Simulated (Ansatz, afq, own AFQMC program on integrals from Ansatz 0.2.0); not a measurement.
## Where AFQMC and coupled cluster stand for BSi, doublet

| atom | x (Å) | y (Å) | z (Å) |
| --- | --- | --- | --- |
| Si | 0.0000 | 0.0000 | 0.0000 |
| B | 0.0000 | 0.0000 | 2.2900 |

Basis 6-31G. Noble-gas cores (and the filled d shells of Ga–Kr and In–Xe) are frozen. Ansatz 0.2.0 and our own AFQMC program on the same integrals; the CISD trial comes from CCSD amplitudes, and released means the phaseless constraint is let go. ± is one standard error of the sampling.

Determinant: ROHF, the one that the program's search chose, which needn't be the lowest solution. The geometry is a point of a scan.

Full CI is exact in this basis; its frozen core comes from its own orbitals, which moves totals by up to a few meV.

Cautions: a spin-contaminated unrestricted determinant lies lower (UHF 1.14 eV lower, ⟨S²⟩ 1.80); the search met a lower determinant of the same kind, perhaps of another symmetry (307 meV lower); strong correlation (T1 0.073, weight of the determinant 0.80, largest double 0.21); the CCSDTQ amplitudes may be one of several solutions (largest double 0.94); the released energies are still falling, so no released level is given (meV from the phaseless value at times in 1/Eh: -4 ± 5 at 0.24, -13 ± 5 at 0.51, -22 ± 4 at 0.99, -35 ± 4 at 1.62, -41 ± 5 at 2.40); the determinant fills πx and πy unequally, so it mixes two states of the linear molecule, and each level undoes that mixture to a different degree, while full CI gives the lower state; CCSDTQ on the UHF determinant differs (28 meV higher), by its state or its frozen core; full CI with its own frozen core; a state of higher spin lies lower (by 844 meV).

The T1 diagnostic is 0.0730. The weight of the determinant in the CISD state is 0.800 and the size of the correlated space is 7 electrons in 16 orbitals.

```json
{"level": "MP2", "correlation energy (eV)": "-2.1963"}
{"level": "CCSD", "correlation energy (eV)": "-3.1131"}
{"level": "CCSD(T)", "correlation energy (eV)": "-3.2741"}
```

Question: Estimate where phaseless AFQMC with a CISD trial lies against CCSD(T) on the same integrals.

Answer: 0.16 ± 0.16 mEh below CCSD(T). The gap is under twice the noise, so this walk alone can't tell the two apart.

Reference: full CI, correlation energy -3.410 eV. CCSDTQ lies 6.6 meV above full CI, in part by the other frozen core, which shifts every row alike, so rows that close can't be ranked against it. The cautions show a poor starting determinant, so the rows tell how each method copes with it here, and full CI is the sure value.

| level | E − E(reference) (mEh) | share of correlation (%) |
| --- | --- | --- |
| CCSD(T) | 5.00 | 96.01 |
| CCSDT | 2.65 | 97.89 |
| CCSDT(Q) | 1.25 | 99.00 |
| CCSDTQ | 0.24 | 99.81 |
| ph-AFQMC/HF | 12.75 ± 0.72 | 89.83 |
| ph-AFQMC/CISD | 4.84 ± 0.16 | 96.14 |

CCSDT and higher add their correlation energy to the determinant of the CCSD(T) run, since their own runs factorise the integrals more tightly (a shift of under 2 meV).
